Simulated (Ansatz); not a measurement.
We consider rock-salt MgS, described by BLYP (Ansatz, a quantum-chemistry and plane-wave program, PAW).

Run with plane-wave cutoff 520 eV, 12×12×12 k mesh, Fermi–Dirac smearing 0.01 eV, scalar-relativistic PAW data made under PBE.

Results at a series of volumes:

```tsv
V (Å³/atom)	E − E_lowest (meV/atom)
17.388	15.72
17.758	6.72
18.128	1.61
18.498	0.00
18.868	1.55
19.238	5.95
19.608	12.93
```

Problem. Estimate the bulk modulus and its pressure derivative from these points.

Solution. V0 = 18.496 Å³/atom, B0 = 68.4 GPa, B′ = 4.1 (fit to the energies at full precision).

Measured, for comparison: bulk modulus 81 GPa, equilibrium volume per atom 17.45 Å³/atom (corrected for zero-point motion; as tabulated in Goldzak et al. (2022), arXiv:2208.04865). Computed (rounded) less measured: bulk modulus -16 %, equilibrium volume per atom +6.0 %.

Computed values are for the static lattice.

The result took very roughly 23 core-seconds.
